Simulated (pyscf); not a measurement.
Optimised with ωB97X-D3(BJ)/def2-SVP in PySCF.

Task: H₃Ge–SeH (SMILES [GeH3][SeH]) + HF (SMILES F) → F–GeH₂–SeH (SMILES [F][GeH2][SeH]) + H₂ (SMILES [H][H])
Surface: singlet. Broken: Ge–H, F–H. Formed: F–Ge, H–H. Give ΔE‡ and ΔE from ωB97M-D3(BJ)/def2-TZVP, relative to the separated reactants.

Result: ΔE‡ = 1.55 eV, ΔE = -0.47 eV. Zero-point energy shifts the barrier by -0.01 eV. It is a four-centre exchange, with an imaginary mode of 1217i cm⁻¹. At the saddle there is also a short Ge–H contact that neither side keeps. The same reactants have a lower exit, to H₂Se + F–GeH₃ (barrier +1.19 eV at ωB97M-D3(BJ)/def2-TZVP, against +1.55 eV here). This is the saddle that the search found; another between the same sides may lie lower. Elements up to Kr have no core potential and no relativistic terms here.
